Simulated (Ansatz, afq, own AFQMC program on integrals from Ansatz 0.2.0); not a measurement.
# NH2O (quartet): AFQMC on the coupled-cluster ladder at distance O1–H3 along a hydrogen transfer = 1.278 Å, cc-pVTZ

How near does AFQMC come to the top of the ladder for NH2O (quartet)?

Computed with Ansatz 0.2.0, Gaussian basis, and an in-house AFQMC program (afq) on its integrals; all values are calculated. Level: cc-pVTZ, frozen cores.

The runs, in order: PBE (unrestricted); r2SCAN (unrestricted); PBE0 (unrestricted); B3LYP (unrestricted); CCSD(T) on UHF; wB97M-V (unrestricted); B2PLYP (unrestricted); CCSDT(Q) on UHF; CCSD(T) on UHF; CCSD(T) on UHF; Phaseless AFQMC, CISD trial on UHF.

## 1. What is computed

The geometry derives from fragments relaxed apart (PBE0/def2-TZVP) and kept rigid, so it is no stationary point. A hydrogen atom is moved between rigid fragments.

4 atoms, charge 0, spin multiplicity 4.

Atoms are counted from 1 here; the program's logs count them from 0.

Bond lengths: O1–H2 0.960 Å, H3–N4 1.278 Å.

Coordinates:

```xyz
4
H2NO
O    -1.1504   -0.0292    0.0000
H    -1.3997    0.8974    0.0000
H     0.1276   -0.0292    0.0000
N     1.4056   -0.0292    0.0000
```

## 2. PBE (unrestricted)

in.yaml reads:

```yaml
crystal:
  periodic: [false, false, false]
  atoms:
    - {symbol: O, position_ang: [-1.150397, -0.029165, 0.000000]}
    - {symbol: H, position_ang: [-1.399706, 0.897410, 0.000000]}
    - {symbol: H, position_ang: [0.127603, -0.029165, 0.000000]}
    - {symbol: N, position_ang: [1.405603, -0.029165, 0.000000]}
basis:
  gaussian: {orbitals: cc-pVTZ}
magnetization: {spin_polarized: true, initial_magnetization: 3}
hamiltonian: {xc: {name: PBE}}
output: {orbitals: {seedname: orbitals}}
```

Run with:

```console
$ ansatz run in.yaml --threads 1 --pin off --events-out ev --progress --plain --max-ram 5632MiB --backend cpu
```

What it wrote:

```text
Functional definition: PBE
  name "PBE"
  cite "Perdew, Burke & Ernzerhof, Phys. Rev. Lett. 77, 3865 (1996) doi:10.1103/PhysRevLett.77.3865"
  parent pbe
  parameter kappa = 0.804
  parameter beta = 0.06672455060314922
  exchange = pbe_x(kappa = kappa, mu = beta*pi^2/3)
  correlation = pbe_c(beta = beta)
462 factors; their error is unknown
mean field evaluation 1: about -3556.1837 eV, gradient 3.9e1 eV
mean field evaluation 2: about -3457.6783 eV, gradient 1.3e2 eV
mean field evaluation 4: about -3561.2308 eV, gradient 5.2e0 eV
mean field evaluation 8: about -3561.3362 eV, gradient 1.6e-1 eV
mean field evaluation 16: about -3561.3241 eV, gradient 9.6e-5 eV
mean field evaluation 32: about -3557.3502 eV, gradient 2.1e1 eV
mean field -3561.32406345 eV, -130.8762453795 hartree, gradient 2.0e-5 eV, S^2 3.757738; 4 other end points of the search recorded, 0 dependent functions left out
reference -3561.32408186 eV, -130.8762460561 hartree; 10, 7 occupied and 78, 81 virtual orbitals, 462 factors
Total energy: -3561.32408186 eV, -130.8762460561 hartree
```

Wall time 1.8 s (1 thread of AMD EPYC 7R13 (Zen 3), shared host); peak memory 1.8 GiB.

From the report: ⟨S²⟩ of the determinant 3.758 (pure quartet: 3.75).

## 3. r2SCAN (unrestricted)

Edit in.yaml of step 2 so:

```diff
@@ -10,3 +10,2 @@
 magnetization: {spin_polarized: true, initial_magnetization: 3}
-hamiltonian: {xc: {name: PBE}}
-output: {orbitals: {seedname: orbitals}}
+hamiltonian: {xc: {name: r2SCAN}}
```

The command is unchanged.

What it wrote:

```text
Functional definition: r2SCAN
  name "r2SCAN"
  cite "Furness, Kaplan, Ning, Perdew & Sun, J. Phys. Chem. Lett. 11, 8208 (2020) doi:10.1021/acs.jpclett.0c02405"
  cite "Furness, Kaplan, Ning, Perdew & Sun, J. Phys. Chem. Lett. 11, 9248 (2020) doi:10.1021/acs.jpclett.0c03077"
  parent r2scan
  parameter k0 = 0.174
  parameter k1 = 0.065
  parameter a1 = 4.9479
  exchange = r2scan_x(k0 = k0, k1 = k1, a1 = a1)
  correlation = r2scan_c
462 factors; their error is unknown
mean field evaluation 1: about -3559.2213 eV, gradient 3.6e1 eV
mean field evaluation 2: about -3479.2199 eV, gradient 1.2e2 eV
mean field evaluation 4: about -3563.5635 eV, gradient 4.4e0 eV
mean field evaluation 8: about -3563.6429 eV, gradient 1.4e-1 eV
mean field evaluation 16: about -3563.6307 eV, gradient 1.3e-4 eV
mean field -3563.63065963 eV, -130.9610112256 hartree, gradient 2.9e-5 eV, S^2 3.766730; 1 other end points of the search recorded, 0 dependent functions left out
reference -3563.63066570 eV, -130.9610114489 hartree; 10, 7 occupied and 78, 81 virtual orbitals, 462 factors
Total energy: -3563.63066570 eV, -130.9610114489 hartree
```

Run time: 2 s. Hardware: 1 thread of AMD EPYC 7R13 (Zen 3), shared host; peak memory 1.8 GiB.

From the report: ⟨S²⟩ of the determinant 3.767 (pure quartet: 3.75).

## 4. PBE0 (unrestricted)

Edit in.yaml of step 3 so:

```diff
@@ -10,2 +10,3 @@
 magnetization: {spin_polarized: true, initial_magnetization: 3}
-hamiltonian: {xc: {name: r2SCAN}}
+hamiltonian: {xc: {name: PBE0}}
+output: {orbitals: {seedname: orbitals}}
```

Same command.

What it wrote:

```text
Functional definition: PBE0
  name "PBE0"
  cite "Adamo & Barone, J. Chem. Phys. 110, 6158 (1999) doi:10.1063/1.478522"
  cite "Perdew, Burke & Ernzerhof, Phys. Rev. Lett. 77, 3865 (1996) doi:10.1103/PhysRevLett.77.3865"
  parent pbe
  parameter a = 0.25
  parameter kappa = 0.804
  parameter beta = 0.06672455060314922
  exchange = (1 - a)*pbe_x(kappa = kappa, mu = beta*pi^2/3) + a*exact_x
  correlation = pbe_c(beta = beta)
465 factors; their error is unknown
mean field evaluation 1: about -3557.3725 eV, gradient 3.4e1 eV
mean field evaluation 2: about -3519.5355 eV, gradient 8.9e1 eV
mean field evaluation 4: about -3561.1970 eV, gradient 3.7e0 eV
mean field evaluation 8: about -3561.2853 eV, gradient 7.2e-2 eV
mean field evaluation 16: about -3561.2835 eV, gradient 2.0e-5 eV
mean field -3561.28350002 eV, -130.8747547011 hartree, gradient 2.0e-5 eV, S^2 3.767506; 1 other end points of the search recorded, 0 dependent functions left out
reference -3561.28351337 eV, -130.8747551917 hartree; 10, 7 occupied and 78, 81 virtual orbitals, 465 factors
Total energy: -3561.28351337 eV, -130.8747551917 hartree
```

Wall time 1 s (1 thread of AMD EPYC 7R13 (Zen 3), shared host); peak memory 1.8 GiB.

From the report: ⟨S²⟩ of the determinant 3.768 (pure quartet: 3.75).

## 5. B3LYP (unrestricted)

Edit in.yaml of step 4 so:

```diff
@@ -10,3 +10,2 @@
 magnetization: {spin_polarized: true, initial_magnetization: 3}
-hamiltonian: {xc: {name: PBE0}}
-output: {orbitals: {seedname: orbitals}}
+hamiltonian: {xc: {name: B3LYP}}
```

Same command.

What it wrote, shortened:

```text
Functional definition: B3LYP
  name "B3LYP"
  cite "Stephens, Devlin, Chabalowski & Frisch, J. Phys. Chem. 98, 11623 (1994) doi:10.1021/j100096a001"
  cite "Becke, Phys. Rev. A 38, 3098 (1988) doi:10.1103/PhysRevA.38.3098"
  cite "Lee, Yang & Parr, Phys. Rev. B 37, 785 (1988) doi:10.1103/PhysRevB.37.785"
  cite "Vosko, Wilk & Nusair, Can. J. Phys. 58, 1200 (1980) doi:10.1139/p80-159"
[...]
462 factors; their error is unknown
[...]
mean field -3565.33105017 eV, -131.0234994255 hartree, gradient 2.2e-5 eV, S^2 3.765151; 1 other end points of the search recorded, 0 dependent functions left out
reference -3565.33118459 eV, -131.0235043654 hartree; 10, 7 occupied and 78, 81 virtual orbitals, 462 factors
Total energy: -3565.33118459 eV, -131.0235043654 hartree
```

Run time: 1.1 s. Hardware: 1 thread of AMD EPYC 7R13 (Zen 3), shared host; peak memory 1.8 GiB.

From the report: ⟨S²⟩ of the determinant 3.765 (pure quartet: 3.75).

## 6. CCSD(T) on UHF

Edit in.yaml of step 5 so:

```diff
@@ -10,2 +10,2 @@
 magnetization: {spin_polarized: true, initial_magnetization: 3}
-hamiltonian: {xc: {name: B3LYP}}
+correlation: {method: ccsd_t, electrons: outside_noble_gas, hamiltonian_folder: ham}
```

Run with:

```console
$ ansatz run in.yaml --threads 1 --pin off --events-out ev --progress --plain --max-ram 16896MiB --backend cuda --devices 0, --max-vram 18GiB
```

What it wrote, shortened:

```text
Functional definition: HF
  name "HF"
  cite "Fock, Z. Phys. 61, 126 (1930) doi:10.1007/BF01340294"
  parent pbe
[...]
525 factors; integrals over basis functions are off by at most 1.0e-3 eV
[...]
mean field -3547.77567550 eV, -130.3783513058 hartree, gradient 2.3e-6 eV, S^2 3.833653; 5 other end points of the search recorded, 0 dependent functions left out
determinant -3547.77567550 eV, -130.3783513058 hartree, with singles and doubles -3558.66552704 eV, -130.7785459686 hartree
determinant -3546.55461273 eV, -130.3334780767 hartree, with singles and doubles -3556.95471141 eV, -130.7156746537 hartree
determinant -3544.34298678 eV, -130.2522023221 hartree, with singles and doubles -3554.74919165 eV, -130.6346232974 hartree
2 core orbitals not correlated: weight in the atoms' cores, before any rotation towards them, 1.000 or more for the frozen orbitals, at most 0.000 for the correlated occupied ones
reference -3547.77567550 eV, -130.3783513058 hartree; 8, 5 occupied and 78, 81 virtual orbitals, 525 factors
second order -10.06386403 eV of doubles, -0.00000000 eV of singles
cycle   1  -10.79921452 eV  change    -1.1e0 eV  update   1.8e-2
[...]
cycle  10  -10.83052420 eV  change    9.6e-6 eV  update   7.5e-6
perturbative correction -0.36315531 eV, -0.0133457116 hartree
Total energy: -3558.96935501 eV, -130.7897114405 hartree
```

Run time: 7 s. Hardware: 1 × NVIDIA H100 80GB HBM3 with 1 thread of AMD EPYC 7R13 (Zen 3), shared host; peak host memory 1.8 GiB.

From the report: ⟨S²⟩ of the determinant 3.834 (pure quartet: 3.75); correlation -11.1937 eV; T1 0.022; largest double amplitude 0.06.

This run also writes the integrals to the folder ham.

## 7. wB97M-V (unrestricted)

Edit in.yaml of step 6 so:

```diff
@@ -10,2 +10,3 @@
 magnetization: {spin_polarized: true, initial_magnetization: 3}
-correlation: {method: ccsd_t, electrons: outside_noble_gas, hamiltonian_folder: ham}
+hamiltonian: {xc: {name: wB97M-V}}
+output: {orbitals: {seedname: orbitals}}
```

Run with:

```console
$ ansatz run in.yaml --threads 1 --pin off --events-out ev --progress --plain --max-ram 5632MiB --backend cpu
```

What it wrote, shortened:

```text
Functional definition: wB97M-V
  name "wB97M-V"
  cite "Mardirossian & Head-Gordon, J. Chem. Phys. 144, 214110 (2016) doi:10.1063/1.4952647"
  cite "Becke, J. Chem. Phys. 107, 8554 (1997) doi:10.1063/1.475007"
  cite "Vydrov & Van Voorhis, J. Chem. Phys. 133, 244103 (2010) doi:10.1063/1.3521275"
  # Of w^i u^j: cxij and so on, Table III.
[...]
  gx(w, u) = 1 - cx + cx01*u + cx10*w
  gss(w, u) = css00 + css04*u^4 + css10*w + css20*w^2 + css43*w^4*u^3
  gos(w, u) = cos00 + cos10*w + (cos20 + cos21*u)*w^2 + (cos60 + cos61*u)*w^6
[...]
      + integral(e_c_pw_mod_opposite_spin*gos(b97_w_opposite, b97_u_opposite)) + vv10(b, c)
462 factors; their error is unknown
96 factors; integrals over basis functions are off by at most 9.8e-5 eV
[...]
mean field -3563.80602519 eV, -130.9674557913 hartree, gradient 2.0e-5 eV, S^2 3.767344; 1 other end points of the search recorded, 0 dependent functions left out
reference -3563.80604818 eV, -130.9674566362 hartree; 10, 7 occupied and 78, 81 virtual orbitals, 462 factors
Total energy: -3563.80604818 eV, -130.9674566362 hartree
```

Run time: 3.3 s. Hardware: 1 thread of AMD EPYC 7R13 (Zen 3), shared host; peak memory 1.8 GiB.

From the report: ⟨S²⟩ of the determinant 3.767 (pure quartet: 3.75).

## 8. B2PLYP (unrestricted)

Edit in.yaml of step 7 so:

```diff
@@ -10,3 +10,3 @@
 magnetization: {spin_polarized: true, initial_magnetization: 3}
-hamiltonian: {xc: {name: wB97M-V}}
-output: {orbitals: {seedname: orbitals}}
+hamiltonian: {xc: {name: B2PLYP}}
+correlation: {electrons: outside_noble_gas}
```

Launched as before.

What it wrote, shortened:

```text
Functional definition: B2PLYP
  name "B2PLYP"
  cite "Grimme, J. Chem. Phys. 124, 034108 (2006) doi:10.1063/1.2148954"
  cite "Becke, Phys. Rev. A 38, 3098 (1988) doi:10.1103/PhysRevA.38.3098"
  cite "Lee, Yang & Parr, Phys. Rev. B 37, 785 (1988) doi:10.1103/PhysRevB.37.785"
[...]
525 factors; integrals over basis functions are off by at most 1.0e-3 eV
[...]
mean field -3559.35606612 eV, -130.8039228118 hartree, gradient 8.6e-6 eV, S^2 3.786295; 1 other end points of the search recorded, 0 dependent functions left out
2 core orbitals not correlated: weight in the atoms' cores, before any rotation towards them, 1.000 or more for the frozen orbitals, at most 0.000 for the correlated occupied ones
reference -3559.35614972 eV, -130.8039258839 hartree; 8, 5 occupied and 78, 81 virtual orbitals, 525 factors
second order -12.34165086 eV of doubles, -0.00000000 eV of singles
Total energy: -3562.68839545 eV, -130.9263836558 hartree
```

It took 2.2 s on 1 thread of AMD EPYC 7R13 (Zen 3), shared host; peak memory 1.8 GiB.

From the report: ⟨S²⟩ of the determinant 3.786 (pure quartet: 3.75).

## 9. CCSDT(Q) on UHF

Edit in.yaml of step 8 so:

```diff
@@ -10,3 +10,2 @@
 magnetization: {spin_polarized: true, initial_magnetization: 3}
-hamiltonian: {xc: {name: B2PLYP}}
-correlation: {electrons: outside_noble_gas}
+correlation: {method: ccsdt_q, electrons: outside_noble_gas}
```

Run with:

```console
$ ansatz run in.yaml --threads 1 --pin off --events-out ev --progress --plain --max-ram 16896MiB --backend cuda --devices 0, --max-vram 18GiB
```

What it wrote, shortened:

```text
Functional definition: HF
  name "HF"
  cite "Fock, Z. Phys. 61, 126 (1930) doi:10.1007/BF01340294"
  parent pbe
[...]
1094 factors; integrals over basis functions are off by at most 2.5e-7 eV
[...]
mean field -3547.77569209 eV, -130.3783519156 hartree, gradient 2.3e-6 eV, S^2 3.833653; 5 other end points of the search recorded, 0 dependent functions left out
determinant -3547.77569209 eV, -130.3783519156 hartree, with singles and doubles -3558.66556559 eV, -130.7785473853 hartree
determinant -3546.55462460 eV, -130.3334785130 hartree, with singles and doubles -3556.95474232 eV, -130.7156757899 hartree
determinant -3544.34300240 eV, -130.2522028962 hartree, with singles and doubles -3554.74922984 eV, -130.6346247009 hartree
2 core orbitals not correlated: weight in the atoms' cores, before any rotation towards them, 1.000 or more for the frozen orbitals, at most 0.000 for the correlated occupied ones
reference -3547.77569209 eV, -130.3783519156 hartree; 8, 5 occupied and 78, 81 virtual orbitals, 1094 factors
second order -10.06389041 eV of doubles, -0.00000000 eV of singles
cycle   1  -10.41030794 eV  change   -3.5e-1 eV  update   8.5e-2
[...]
cycle  22  -11.21885120 eV  change    5.9e-7 eV  update   4.1e-7
perturbative correction -0.02198948 eV, -0.0008080985 hartree
Total energy: -3559.01653277 eV, -130.7914451913 hartree
```

Run time: 35 s. Hardware: 1 × NVIDIA H100 80GB HBM3 with 1 thread of AMD EPYC 7R13 (Zen 3), shared host; peak host memory 1.8 GiB.

From the report: ⟨S²⟩ of the determinant 3.834 (pure quartet: 3.75); correlation -11.2408 eV; T1 0.023; largest double amplitude 0.06.

## 10. CCSD(T) on UHF

Edit in.yaml of step 9 so:

```diff
@@ -8,4 +8,4 @@
 basis:
-  gaussian: {orbitals: cc-pVTZ}
+  gaussian: {orbitals: def2-TZVPP}
 magnetization: {spin_polarized: true, initial_magnetization: 3}
-correlation: {method: ccsdt_q, electrons: outside_noble_gas}
+correlation: {method: ccsd_t, electrons: outside_noble_gas}
```

Same command.

What it wrote, shortened:

```text
Functional definition: HF
  name "HF"
  cite "Fock, Z. Phys. 61, 126 (1930) doi:10.1007/BF01340294"
  parent pbe
[...]
559 factors; integrals over basis functions are off by at most 1.0e-3 eV
[...]
mean field -3547.96191388 eV, -130.3851954401 hartree, gradient 1.6e-6 eV, S^2 3.833889; 5 other end points of the search recorded, 0 dependent functions left out
determinant -3547.96191388 eV, -130.3851954401 hartree, with singles and doubles -3558.82516694 eV, -130.7844126266 hartree
determinant -3546.73133436 eV, -130.3399724771 hartree, with singles and doubles -3557.08947541 eV, -130.7206271395 hartree
determinant -3544.56549711 eV, -130.2603794260 hartree, with singles and doubles -3554.94271858 eV, -130.6417352812 hartree
2 core orbitals not correlated: weight in the atoms' cores, before any rotation towards them, 1.000 or more for the frozen orbitals, at most 0.000 for the correlated occupied ones
reference -3547.96191388 eV, -130.3851954401 hartree; 8, 5 occupied and 80, 83 virtual orbitals, 559 factors
second order -10.03821135 eV of doubles, -0.00000000 eV of singles
cycle   1  -10.77924410 eV  change    -1.1e0 eV  update   1.8e-2
[...]
cycle  10  -10.80899762 eV  change    3.1e-6 eV  update   7.4e-6
perturbative correction -0.36475792 eV, -0.0134046062 hartree
Total energy: -3559.13566942 eV, -130.7958233825 hartree
```

Run time: 4.4 s. Hardware: 1 × NVIDIA H100 80GB HBM3 with 1 thread of AMD EPYC 7R13 (Zen 3), shared host; peak host memory 1.8 GiB.

From the report: ⟨S²⟩ of the determinant 3.834 (pure quartet: 3.75); correlation -11.1738 eV; T1 0.023; largest double amplitude 0.07.

## 11. CCSD(T) on UHF

Edit in.yaml of step 10 so:

```diff
@@ -8,3 +8,3 @@
 basis:
-  gaussian: {orbitals: def2-TZVPP}
+  gaussian: {orbitals: "def2-QZVPP.json"}
 magnetization: {spin_polarized: true, initial_magnetization: 3}
```

Launched as before.

What it wrote, shortened:

```text
Functional definition: HF
  name "HF"
  cite "Fock, Z. Phys. 61, 126 (1930) doi:10.1007/BF01340294"
  parent pbe
[...]
1080 factors; integrals over basis functions are off by at most 1.6e-3 eV
[...]
mean field -3548.12031077 eV, -130.3910164186 hartree, gradient 2.6e-6 eV, S^2 3.834037; 5 other end points of the search recorded, 0 dependent functions left out
determinant -3548.12031077 eV, -130.3910164186 hartree, with singles and doubles -3559.79964229 eV, -130.8202239352 hartree
determinant -3546.89272553 eV, -130.3459034929 hartree, with singles and doubles -3558.07761609 eV, -130.7569406395 hartree
determinant -3544.76418490 eV, -130.2676810677 hartree, with singles and doubles -3555.98722191 eV, -130.6801200704 hartree
2 core orbitals not correlated: weight in the atoms' cores, before any rotation towards them, 1.000 or more for the frozen orbitals, at most 0.000 for the correlated occupied ones
reference -3548.12031077 eV, -130.3910164186 hartree; 8, 5 occupied and 164, 167 virtual orbitals, 1080 factors
second order -10.86590588 eV of doubles, -0.00000000 eV of singles
cycle   1  -11.47171106 eV  change    -1.2e0 eV  update   2.2e-2
[...]
cycle  10  -11.51450998 eV  change    6.7e-6 eV  update   1.0e-5
perturbative correction -0.42868171 eV, -0.0157537624 hartree
Total energy: -3560.06350247 eV, -130.8299206181 hartree
```

It took 11 s on 1 × NVIDIA H100 80GB HBM3 with 1 thread of AMD EPYC 7R13 (Zen 3), shared host; peak host memory 1.8 GiB.

From the report: ⟨S²⟩ of the determinant 3.834 (pure quartet: 3.75); correlation -11.9432 eV; T1 0.023; largest double amplitude 0.08.

## 12. Phaseless AFQMC, CISD trial on UHF

It reads the integrals that the CCSD(T) run on this determinant wrote.

Run with:

```console
$ afq ham --method phaseless --trial cisd --walkers 1500 --populations 20 --least-time 60 --time-step 0.005 --steps-per-block 50 --equilibration-blocks 28 --max-blocks 4000 --target-error 0.00021 --factor-cut 1e-05 --start spin_pure --seed 1913 --release-times 0.24,0.51,0.99,1.62,2.4 --release-step 0.03 --release-every 3 --taylor-order 6
```

What it wrote:

```text
orbitals 86  electrons 8 5  factors 525 of 525
reference energy -130.37835131 Eh
CCSD correlation -0.39801465 Eh in 14 cycles, weight of the determinant in the CISD state 0.8814
energy of the start -130.770445 Eh
 block  time / (1/Eh)  mean weight  energy / Eh
     1     0.250  1.0000  -130.772284
     2     0.500  0.9993  -130.778446
     3     0.750  0.9998  -130.783323
     4     1.000  1.0008  -130.786344
     5     1.250  0.9995  -130.789721
     6     1.500  0.9993  -130.790552
     7     1.750  0.9999  -130.789466
     8     2.000  0.9999  -130.788881
     9     2.250  1.0008  -130.790828
    10     2.500  1.0000  -130.791960
    13     3.250  1.0001  -130.790744
    16     4.000  0.9996  -130.790030
    19     4.750  0.9994  -130.791565
    22     5.500  1.0000  -130.789780
    25     6.250  1.0004  -130.790926
    28     7.000  0.9995  -130.791179
    31     7.750  1.0005  -130.790144
    34     8.500  0.9999  -130.790819
    37     9.250  1.0001  -130.790586
    40    10.000  1.0010  -130.790321
    43    10.750  0.9998  -130.790349
    46    11.500  0.9997  -130.787375
    49    12.250  0.9995  -130.788879
    52    13.000  1.0010  -130.789767
    55    13.750  1.0000  -130.790331
    58    14.500  1.0006  -130.789398
    61    15.250  1.0003  -130.788677
    64    16.000  1.0012  -130.791546
    67    16.750  0.9996  -130.790252
    70    17.500  1.0005  -130.790221
    73    18.250  1.0011  -130.787651
    76    19.000  0.9997  -130.789865
    79    19.750  1.0001  -130.787667
    82    20.500  0.9996  -130.790240
    85    21.250  1.0002  -130.790551
    88    22.000  0.9997  -130.790900
    91    22.750  1.0015  -130.788641
    94    23.500  0.9999  -130.789938
    97    24.250  0.9989  -130.789530
   100    25.000  1.0000  -130.786008
   103    25.750  1.0005  -130.790048
   106    26.500  0.9989  -130.789337
   109    27.250  0.9996  -130.792197
   112    28.000  1.0003  -130.791178
   115    28.750  1.0005  -130.792188
   118    29.500  1.0006  -130.790320
   121    30.250  0.9987  -130.790297
   124    31.000  1.0001  -130.789762
   127    31.750  1.0008  -130.790335
error from the spread of 20 populations
released: time / (1/Eh)  energy / Eh  error  mean overlap
  0.24  -130.790913  0.000135  0.9964
  0.51  -130.791067  0.000133  0.9921
  0.99  -130.791610  0.000257  0.9782
  1.62  -130.791856  0.000280  0.9588
  2.40  -130.791799  0.000382  0.9415
energy -130.789989 +/- 0.000209 Eh
```

Wall time 3.6 min (1 × NVIDIA H100 80GB HBM3 with 2 threads of AMD EPYC 7R13 (Zen 3), shared host); peak host memory 1.8 GiB.

Energy -3558.9769 ± 0.0057 eV. Caveats: constraint bias not in the error.

## 13. AFQMC on the ladder

On the UHF determinant, counted from CCSDT(Q) (a yardstick, not exact):

| level | energy (eV) | from CCSDT(Q) (kcal/mol) | statistical error (kcal/mol) | time |
| --- | --- | --- | --- | --- |
| HF | -3547.7757 | +259.22 |  |  |
| MP2 | -3557.8395 | +27.14 |  |  |
| CCSD | -3558.6062 | +9.46 |  |  |
| CCSD(T) | -3558.9694 | +1.09 |  |  |
| CCSDT(Q) | -3559.0165 | 0.00 |  |  |
| Phaseless AFQMC, CISD trial, step 0.005, 1500 walkers | -3558.9769 | +0.91 | 0.13 | 3.6 min |

The functionals' totals stand on their own zeros and serve differences with other points: PBE -3561.324 eV; r2SCAN -3563.631 eV; PBE0 -3561.284 eV; B3LYP -3565.331 eV; wB97M-V -3563.806 eV; B2PLYP -3562.688 eV.

## 14. Results

```
                                        quantity                  value
                    CCSD(T) on UHF from CCSDT(Q)         +1.09 kcal/mol
Phaseless AFQMC, CISD trial on UHF from CCSDT(Q)  +0.91 ± 0.13 kcal/mol
```

In words: On UHF the phaseless walk with the CISD trial lies +0.91 kcal/mol from CCSDT(Q), 7 times its error bar. Error bars are statistical and leave out the constraint, the time step and what remains of the start.
